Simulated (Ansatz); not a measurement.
Species: C4H3O, charge 0, multiplicity 2. It need not be the lowest isomer of its formula. 
Geometry from a B3LYP-D3(BJ)/def2-TZVP (Ansatz, a quantum-chemistry and plane-wave program) optimisation:
```xyz
8

O     -0.0097     0.0456     1.1033
C      0.0018     1.1554     0.2916
C     -0.0066    -1.0484     0.2916
C      0.0115     0.7284    -0.9837
C      0.0065    -0.6903    -1.0201
H      0.0010     2.1112     0.7805
H     -0.0146    -2.0017     0.7902
H      0.0116    -1.3451    -1.8736
```
Charge 0, spin multiplicity 2.

Basis-set convergence of Hartree-Fock and CCSD correlation energies (hartree) with Ansatz. Correlated levels leave the core frozen unless marked. UHF or UKS for open shells. No spin-orbit coupling. Non-relativistic.

The UHF reference is spin-contaminated (<S^2> 0.32 over the pure value in the largest basis). 

| basis | functions | E(HF) | E(corr, CCSD) |
|---|---|---|---|
| cc-pVDZ | 85 | -227.98856 | -0.69648 |
| cc-pVTZ | 192 | ? | ? |

Q: Fill in the missing entries.

A: 
- cc-pVTZ, E(HF): -228.05056
- cc-pVTZ, E(corr, CCSD): -0.84016
